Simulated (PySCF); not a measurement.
# C₄H₅F: electronic excitations and core binding energies

Wanted: the electronic excitations and core binding energies of C₄H₅F (`FCC1=CC1`), by calculation.

Programs: PySCF 2.14.0, with density-fitted response routines of our own. Each step states its level of theory. These are calculated values for one molecule in the gas phase, unless marked as measured. Atoms count from 0, in the outputs and in this text.

### Step 1. Starting geometry

10 atoms, charge 0, multiplicity 1; geometry from: GFN2-xTB.

Bonds of the start (Å): F0–C1 1.38, C1–C2 1.46, C2–C3 1.30, C3–C4 1.50, C4–C2 1.50, C1–H5 1.10, C1–H6 1.10, C3–H7 1.06, C4–H8 1.08, C4–H9 1.08.

### Step 2. Ultraviolet spectrum: wB97X-D/def2-SVPD

Job settings and geometry (Å):

```
{"job": {"kind": "uv", "xc": "wB97X-D", "basis": "def2-SVPD", "nstates": 8, "ntriplets": 3}, "charge": 0, "multiplicity": 1}
F      2.166587    -0.988230    -0.463400
C      1.453782     0.038516     0.110775
C      0.011471    -0.128364    -0.079657
C     -1.036073    -0.755547    -0.524125
C     -1.310492     0.514880     0.228231
H      1.709815     0.046565     1.179089
H      1.805276     0.970011    -0.353764
H     -1.477311    -1.567529    -1.044601
H     -1.609495     1.406177    -0.312706
H     -1.704678     0.468175     1.237630
```

Level: TDDFT wB97X-D/def2-SVPD, vertical, gas phase, core orbitals frozen in the response.

Command:

```bash
OMP_NUM_THREADS=1 python probes_run.py task.json out
```

This one command runs all jobs of the session in turn.

The program printed:

```text
coarse grid: 8536 points
cycle   1  E = -254.8261700708  dE =  8.523e-01  |g| = 4.868e-01  |ddm| = 4.353e+00
cycle   2  E = -254.8271458097  dE = -9.757e-04  |g| = 5.414e-01  |ddm| = 1.086e+00
cycle   3  E = -254.8750541858  dE = -4.791e-02  |g| = 4.802e-02  |ddm| = 5.193e-01
cycle   4  E = -254.8754644715  dE = -4.103e-04  |g| = 2.332e-02  |ddm| = 1.075e-01
cycle   5  E = -254.8755905831  dE = -1.261e-04  |g| = 5.713e-03  |ddm| = 4.883e-02
cycle   6  E = -254.8755983269  dE = -7.744e-06  |g| = 2.128e-03  |ddm| = 1.232e-02
final grid: 83296 points
cycle   7  E = -254.9149478435  dE = -7.598e-05  |g| = 6.075e-03  |ddm| = 1.408e-01
cycle   8  E = -254.9149467719  dE =  1.072e-06  |g| = 7.190e-03  |ddm| = 2.039e-02
cycle   9  E = -254.9149553402  dE = -8.568e-06  |g| = 3.957e-04  |ddm| = 6.260e-03
cycle  10  E = -254.9149553835  dE = -4.327e-08  |g| = 3.177e-04  |ddm| = 1.895e-03
cycle  11  E = -254.9149554081  dE = -2.459e-08  |g| = 6.070e-05  |ddm| = 5.516e-04
cycle  12  E = -254.9149554092  dE = -1.070e-09  |g| = 2.087e-05  |ddm| = 1.639e-04
cycle  13  E = -254.9149554093  dE = -1.706e-10  |g| = 5.146e-06  |ddm| = 5.790e-05
converged SCF energy = -254.9149554093

Static polarisability (au): isotropic 46.728, principal 36.887 47.619 55.678

Singlet excitations
state   eV       nm        f      main configurations
  1   6.5194    190.2   0.12910   H->L 0.95
  2   6.8350    181.4   0.00153   H-1->L 0.98
  3   7.2037    172.1   0.00002   H->L+1 0.90
  4   7.6535    162.0   0.01408   H->L+2 0.90
  5   7.8538    157.9   0.00586   H->L+3 0.46, H-2->L 0.41
  6   7.9876    155.2   0.00510   H-2->L 0.53, H->L+3 0.40
  7   8.6643    143.1   0.03488   H-1->L+1 0.86
  8   8.7598    141.5   0.01931   H->L+5 0.67, H->L+7 0.08

Triplet excitations (Tamm-Dancoff, eV): 4.2442 6.4594 7.1589
```

Run time: 28 s. Hardware: 1 thread of Arm Neoverse N1, shared host; peak memory 0.56 GiB.

Frontier orbitals and where they lie:

| orbital | eV | atoms |
| --- | --- | --- |
| HOMO−3 | -12.25 | F0 55 %, C1 19 %, H6 8 % |
| HOMO−2 | -11.96 | C2 30 %, C3 28 %, C4 17 % |
| HOMO−1 | -10.54 | C4 38 %, C3 19 %, C2 19 % |
| HOMO | -9.08 | C3 31 %, C2 28 %, C4 17 % |
| LUMO | 1.89 | C3 36 %, C2 32 %, H7 8 % |
| LUMO+1 | 2.41 | C1 27 %, C4 14 %, C3 13 % |
| LUMO+2 | 2.93 | C4 23 %, F0 14 %, H8 12 % |

With each of the 8 states as a Gaussian band of 0.4 eV half-width at 1/e, the curve within the window shown has maxima at 190 nm (ε 5,300), 160 nm (ε 920), 143 nm (ε 2,200) L/(mol cm). Beyond the last state computed it falls off for lack of states. The curve at chosen wavelengths:

nm, ε (L/mol/cm) and a bar:
```
      137        977 ###
      140       1828 #########
      143       2176 ###########
      146       1772 ########
      149       1136 ####
      151        863 ###
      154        766 ##
      157        862 ###
      160        915 ###
      163        822 ##
      166        628 #
      169        462 
      172        475 
      174        654 #
      177       1255 #####
      180       2255 ###########
      183       3479 ###################
      186       4580 ##########################
      189       5199 ##############################
      192       5149 ##############################
      195       4502 ##########################
      197       3862 ######################
      200       2810 ###############
      203       1856 #########
      206       1122 ####
      209        626 #
```

Leading natural transition orbitals of singlet state 1: the hole lies on C2, C3 about 28 % each; H8, H9 about 14 % each; the particle on C2, C3 about 32 % each; H7 16 %.

Ground-state properties from the same run:

```csv
property,computed
dipole moment (D),1.39
polarisability (Å³),6.92
HOMO–LUMO gap (eV),10.97
−ε(HOMO) (eV),9.08
```

Orbitals, density, ELF and potential are computed afterwards from the orbital file.

Frontier orbitals at wB97X-D/def2-SVPD, with the share of their density that lies nearest to each atom:

| orbital | energy (eV) | lies on |
| --- | --- | --- |
| HOMO | -9.08 | C2, C3 about 32 % each; H8, H9 about 11 % each |
| LUMO | 1.89 | C2, C3 about 32 % each; H7 15 % |

ELF in a plane through or near 6 of the atoms.

Ten even steps from '0' (0.00) to '9' (1.00):
```
0000000000000000000000000000
0000000000000000000000000000
0000000000000000000000000000
0000000000000000000000000000
0000000000000000000000000000
0000000000000000000000000000
0000000011000123333200000000
0000001244300356655521000000
0000001476434688562542000000
0000001333388458533552000000
0000245573288446589853100000
0001578676345686227742000000
0001478377301674127731000000
0000247887400246899951000000
0000012333100016999984000000
0000000000000004899971000000
0000000000000001377500000000
0000000000000000000000000000
0000000000000000000000000000
0000000000000000000000000000
```
The map spans 9.6 Å across and 9.0 Å up, centred on the molecule. Atoms in the plane (x, y in Å): F0 (-2.2, -1.0), C1 (-1.5, 0.1), C2 (0.0, -0.1), C3 (1.0, -0.9), C4 (1.3, 0.5), H7 (1.4, -1.9).

log10 of the density (e/Å³) in the same plane.

Ten even steps from ' ' (-4.0) to '@' (1.5):
```
                                                        
                                                        
                                                        
                              ............              
            ................::::::::::::::....          
          ..::::----::::::::------====----::::..        
        ::::--================++++**++++====--::..      
      ..::--==++******++++++++****####**++==--::..      
      ..::--++**######********####@@%%##**++----..      
    ..::--==++**##@@@@############@@%%##**++----..      
    ::--==++**############@@@@########**++==--::..      
  ..::--++**%%%%%%##******######%%####**++==--::..      
  ..::--++**%%@@%%##**++++**####%%####**++==--::        
    ::--==++######**++====++****######**++==::..        
    ....--====++++====------==++**##****==--::..        
        ..::--------::::::::--==++++++++==--..          
            ................::----------::::            
                            ....::::::::..              
                                                        
                                                        
```
The map spans 9.6 Å across and 9.0 Å up, centred on the molecule. Atoms in the plane (x, y in Å): F0 (-2.2, -1.0), C1 (-1.5, 0.1), C2 (0.0, -0.1), C3 (1.0, -0.9), C4 (1.3, 0.5), H7 (1.4, -1.9).

On the surface of density 0.002 e/bohr³ the electrostatic potential runs, from the 1st to the 99th percentile, from -1.07 V near F0 to 1.12 V near H7.

### Step 3. Core-electron binding energies: SCAN, X2C

Settings changed since step 2:

```diff
@@ -1,2 +1,2 @@
-{"job": {"kind": "uv", "xc": "wB97X-D", "basis": "def2-SVPD", "nstates": 8, "ntriplets": 3}, "charge": 0, "multiplicity": 1}
+{"job": {"kind": "xps"}, "charge": 0, "multiplicity": 1}
 F      2.166587    -0.988230    -0.463400
```

Level: delta-SCF UKS SCAN, pcX-2 on the ionised atom, pcseg-1 elsewhere, spin-free X2C.

The program printed:

```text
ground state, core basis on atom 0 (F), 126 functions
  cycle   1  E = -255.15384212  |g| = 6.04e-01
  cycle   2  E = -255.05824640  |g| = 1.00e+00
  cycle   3  E = -255.21468789  |g| = 1.34e-01
  cycle   4  E = -255.21809588  |g| = 6.16e-02
  cycle   5  E = -255.21890882  |g| = 2.66e-02
  cycle   6  E = -255.21908020  |g| = 5.38e-03
  cycle   7  E = -255.21908471  |g| = 1.73e-03
  cycle   8  E = -255.21908645  |g| = 4.87e-04
  E(ground) = -255.22547207 Eh
hole in F 1s of atom 0
  cycle   1  E = -228.87761331  |g| = 2.58e+00
  cycle   2  E = -227.47887900  |g| = 2.51e+00
  cycle   3  E = -229.10939447  |g| = 1.07e+00
  cycle   4  E = -229.66107980  |g| = 4.67e-01
  cycle   5  E = -229.70619068  |g| = 3.33e-01
  cycle   6  E = -229.76351871  |g| = 8.25e-02
  cycle   7  E = -229.76663704  |g| = 1.68e-02
  cycle   8  E = -229.76676003  |g| = 6.67e-03
  cycle   9  E = -229.76678057  |g| = 1.88e-03
  cycle  10  E = -229.76678258  |g| = 6.52e-04
  cycle  11  E = -229.76678290  |g| = 1.43e-04
  E(ion) = -229.77878621 Eh   <S^2> = 0.7575   hole on atom = 1.000   binding energy = 692.440 eV
ground state, core basis on atom 1 (C), 126 functions
  cycle   1  E = -255.17699545  |g| = 8.41e-02
  cycle   2  E = -255.17567837  |g| = 1.10e-01
  cycle   3  E = -255.17748860  |g| = 2.53e-02
  cycle   4  E = -255.17753167  |g| = 1.78e-02
  cycle   5  E = -255.17761498  |g| = 2.09e-03
  cycle   6  E = -255.17761713  |g| = 2.24e-04
  E(ground) = -255.18138091 Eh
hole in C 1s of atom 1
  cycle   1  E = -243.83715009  |g| = 1.50e+00
  cycle   2  E = -240.78486380  |g| = 2.66e+00
  cycle   3  E = -243.98415763  |g| = 9.27e-01
  cycle   4  E = -244.31392967  |g| = 4.51e-01
  cycle   5  E = -244.37923179  |g| = 1.32e-01
  cycle   6  E = -244.38349640  |g| = 7.02e-02
  cycle   7  E = -244.38567299  |g| = 3.06e-02
  cycle   8  E = -244.38609500  |g| = 9.36e-03
  cycle   9  E = -244.38615274  |g| = 3.06e-03
  cycle  10  E = -244.38616827  |g| = 2.36e-03
  cycle  11  E = -244.38618209  |g| = 1.66e-03
  cycle  12  E = -244.38619672  |g| = 1.37e-03
  cycle  13  E = -244.38621211  |g| = 1.14e-03
  cycle  14  E = -244.38623609  |g| = 9.81e-04
  cycle  15  E = -244.38624225  |g| = 7.49e-04
  cycle  16  E = -244.38624180  |g| = 4.91e-04
  E(ion) = -244.39014453 Eh   <S^2> = 0.7818   hole on atom = 1.000   binding energy = 293.644 eV
ground state, core basis on atom 2 (C), 126 functions
  cycle   1  E = -255.17711484  |g| = 6.02e-02
  cycle   2  E = -255.17695055  |g| = 3.50e-02
  cycle   3  E = -255.17679120  |g| = 4.26e-02
  cycle   4  E = -255.17722586  |g| = 8.18e-03
  cycle   5  E = -255.17724285  |g| = 5.86e-04
  cycle   6  E = -255.17724184  |g| = 2.24e-04
  E(ground) = -255.18256753 Eh
hole in C 1s of atom 2
  cycle   1  E = -243.90583895  |g| = 1.52e+00
  cycle   2  E = -242.84259659  |g| = 2.08e+00
  cycle   3  E = -244.33115875  |g| = 5.82e-01
  cycle   4  E = -244.42082070  |g| = 3.55e-01
  cycle   5  E = -244.47782498  |g| = 8.68e-02
  cycle   6  E = -244.48118594  |g| = 2.45e-02
  cycle   7  E = -244.48154414  |g| = 1.19e-02
  cycle   8  E = -244.48170609  |g| = 6.17e-03
  cycle   9  E = -244.48177975  |g| = 4.60e-03
  cycle  10  E = -244.48183913  |g| = 3.75e-03
  cycle  11  E = -244.48186272  |g| = 2.11e-03
  cycle  12  E = -244.48187472  |g| = 7.74e-04
  cycle  13  E = -244.48187665  |g| = 3.09e-04
  E(ion) = -244.48586288 Eh   <S^2> = 0.8358   hole on atom = 1.000   binding energy = 291.072 eV
ground state, core basis on atom 3 (C), 126 functions
  cycle   1  E = -255.17573599  |g| = 6.07e-02
  cycle   2  E = -255.17515589  |g| = 5.39e-02
  cycle   3  E = -255.17533866  |g| = 4.61e-02
  cycle   4  E = -255.17588094  |g| = 7.44e-03
  cycle   5  E = -255.17589306  |g| = 1.09e-03
  cycle   6  E = -255.17589260  |g| = 2.58e-04
  E(ground) = -255.18095054 Eh
hole in C 1s of atom 3
  cycle   1  E = -243.91414487  |g| = 1.51e+00
  cycle   2  E = -242.79609944  |g| = 2.04e+00
  cycle   3  E = -244.38684080  |g| = 4.76e-01
  cycle   4  E = -244.47514279  |g| = 2.17e-01
  cycle   5  E = -244.49103382  |g| = 8.05e-02
  cycle   6  E = -244.49321235  |g| = 2.59e-02
  cycle   7  E = -244.49349089  |g| = 9.18e-03
  cycle   8  E = -244.49355360  |g| = 5.89e-03
  cycle   9  E = -244.49357895  |g| = 2.65e-03
  cycle  10  E = -244.49359640  |g| = 1.48e-03
  cycle  11  E = -244.49359858  |g| = 7.26e-04
  cycle  12  E = -244.49359982  |g| = 3.21e-04
  E(ion) = -244.49780869 Eh   <S^2> = 0.7981   hole on atom = 1.000   binding energy = 290.703 eV
ground state, core basis on atom 4 (C), 126 functions
  cycle   1  E = -255.17449044  |g| = 5.92e-02
  cycle   2  E = -255.17416634  |g| = 4.09e-02
  cycle   3  E = -255.17407930  |g| = 4.46e-02
  cycle   4  E = -255.17459289  |g| = 8.68e-03
  cycle   5  E = -255.17461237  |g| = 7.14e-04
  cycle   6  E = -255.17461152  |g| = 1.77e-04
  E(ground) = -255.17886753 Eh
hole in C 1s of atom 4
  cycle   1  E = -243.91483157  |g| = 1.51e+00
  cycle   2  E = -243.14305904  |g| = 1.90e+00
  cycle   3  E = -244.41938389  |g| = 3.86e-01
  cycle   4  E = -244.46492743  |g| = 2.01e-01
  cycle   5  E = -244.47714355  |g| = 7.63e-02
  cycle   6  E = -244.47882517  |g| = 3.30e-02
  cycle   7  E = -244.47930939  |g| = 1.36e-02
  cycle   8  E = -244.47939873  |g| = 5.86e-03
  cycle   9  E = -244.47942093  |g| = 1.60e-03
  cycle  10  E = -244.47942433  |g| = 1.02e-03
  cycle  11  E = -244.47942561  |g| = 2.96e-04
  E(ion) = -244.48261988 Eh   <S^2> = 0.7726   hole on atom = 1.000   binding energy = 291.060 eV
```

Run time: 58 s. Hardware: 1 thread of Arm Neoverse N1, shared host; peak memory 0.46 GiB.

The holes in one table. −ε is the ground-state orbital energy:

```csv
hole,stands for,environment,ΔSCF (eV),−ε (eV),⟨S²⟩
F1s on F0,F0,fluorine on an sp3 carbon,692.44,666.4,0.757
C1s on C1,C1,allylic sp3 CH2 bonded to F,293.64,276.2,0.782
C1s on C2,C2,fully substituted alkene carbon,291.07,274.4,0.836
C1s on C3,C3,alkene CH,290.70,274.1,0.798
C1s on C4,C4,three-membered-ring carbon,291.06,274.0,0.773
```

### Step 4. Outcome

| quantity | value |
| --- | --- |
| lowest singlet (wB97X-D/def2-SVPD) | 6.52 eV (190 nm), f = 0.129 |
| lowest triplet | 4.24 eV |
| surface potential, 1st and 99th percentile | -1.07 V and 1.12 V |
| C1s binding energies, SCAN/pcX-2 | C1 293.64, C2 291.07, C4 291.06, C3 290.70 eV |
| F1s binding energies, SCAN/pcX-2 | F0 692.44 eV |

The lowest singlet, at 6.52 eV, is HOMO→LUMO 0.95 and is bright. The lowest triplet lies 2.28 eV below the lowest singlet (triplets in Tamm-Dancoff, singlets in full TDDFT). C1 (allylic sp3 CH2 bonded to F) binds its C1s electron 2.94 eV more tightly than C3 (alkene CH).
